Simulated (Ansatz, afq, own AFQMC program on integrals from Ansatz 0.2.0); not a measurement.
## The Si3–Br5 bond of C₂H₄Br₂Si, singlet, worked out

```json
{"atom": "C", "x (Å)": "0.1515", "y (Å)": "0.7413", "z (Å)": "1.4336"}
{"atom": "C", "x (Å)": "-0.4455", "y (Å)": "-0.1122", "z (Å)": "0.5933"}
{"atom": "Si", "x (Å)": "0.1778", "y (Å)": "-0.3655", "z (Å)": "-1.1321"}
{"atom": "Br", "x (Å)": "0.7511", "y (Å)": "-2.4937", "z (Å)": "-1.4308"}
{"atom": "Br", "x (Å)": "-1.4092", "y (Å)": "0.1563", "z (Å)": "-2.6006"}
{"atom": "H", "x (Å)": "1.0311", "y (Å)": "1.3266", "z (Å)": "1.1416"}
{"atom": "H", "x (Å)": "-0.2112", "y (Å)": "0.8960", "z (Å)": "2.4558"}
{"atom": "H", "x (Å)": "-1.3237", "y (Å)": "-0.6777", "z (Å)": "0.9281"}
{"atom": "H", "x (Å)": "1.3666", "y (Å)": "0.4827", "z (Å)": "-1.4059"}
```

The molecule and both fragments are relaxed with PBE0/def2-SVP; the fragments keep their bonds.

Basis def2-SVP. Noble-gas cores (and the filled d shells of Ga–Kr and In–Xe) are frozen. Integrals, coupled cluster, full CI and functionals: Ansatz 0.2.0; the random walks run on the same integrals in our own AFQMC program. ph-AFQMC/CISD is guided by a CISD state made of CCSD amplitudes; releasing the constraint for a short imaginary time cuts its bias at the price of noise, slowly where states lie close. Error bars are statistical, one sigma. No spin–orbit coupling.

Total energies in eV. CBS is CCSD(T) at the limit of def2-TZVPP/QZVPP (extrapolated itself); the highest rung of each member is named.

Cautions: inner d shell frozen; no relativity below Rb; no spin-orbit coupling; C₂H₄Br₂Si (singlet): the released value is read at 0.90 1/Eh with a noise of 12 meV, more than in the cases checked (meV from the phaseless value at times in 1/Eh: 0 ± 13 at 0.21, 11 ± 10 at 0.42, 25 ± 12 at 0.63, 3 ± 12 at 0.90); C₂H₄BrSi (doublet): unrestricted determinant spin contaminated (⟨S²⟩ 0.89 against 0.75), the released value is read at 0.90 1/Eh with a noise of 12 meV, more than in the cases checked (meV from the phaseless value at times in 1/Eh: -8 ± 10 at 0.21, -8 ± 9 at 0.42, -11 ± 10 at 0.63, -29 ± 12 at 0.90).

| member | count | CCSD(T)/def2-SVP | highest rung in def2-SVP | which | CCSD(T)/CBS |
| --- | --- | --- | --- | --- | --- |
| C₂H₄BrSi, doublet | +1 | -79986.9191 | -79986.9999 ± 0.0123 | released AFQMC | -80008.1872 |
| Br (doublet) | +1 | -69993.0138 | -69993.0230 | FCI | -70005.1209 |
| C₂H₄Br₂Si, singlet | -1 | -149983.7662 | -149983.8214 ± 0.0121 | released AFQMC | -150017.5910 |

Work out the best estimate of the bond energy: the CCSD(T)/CBS difference plus the step from CCSD(T) to the highest rung.

Sums with the counts: CCSD(T)/CBS 4.2829 eV, highest rung 3.7985 eV, CCSD(T)/def2-SVP 3.8333 eV. The step is 3.7985 − 3.8333 = -0.0348 eV, so the best estimate is 4.2829 + (-0.0348) = 4.2481 eV = 98.0 kcal/mol, with sampling noise 0.017 eV. The basis set is worth 0.450 eV of it. Zero-point, core-correlation and spin–orbit terms aren't in it. Past Ne the Hartree–Fock part of each CBS total tends to overshoot, since the cores don't follow the formula; that largely cancels in the difference.

Best estimates are given only where the step beyond CCSD(T) is under 0.3 eV and no member's determinant is very poor (T1 over 0.05, or 0.07 for open shells, ⟨S²⟩ too high by 0.3, two states mixed), so the hardest cases are missing from such tables.

Each member of a difference takes its own highest rung, so a best estimate needn't equal the limit plus the step of one row. Released energies are given only where the last usable release times agree within the noise; a slower fall can still hide under it.
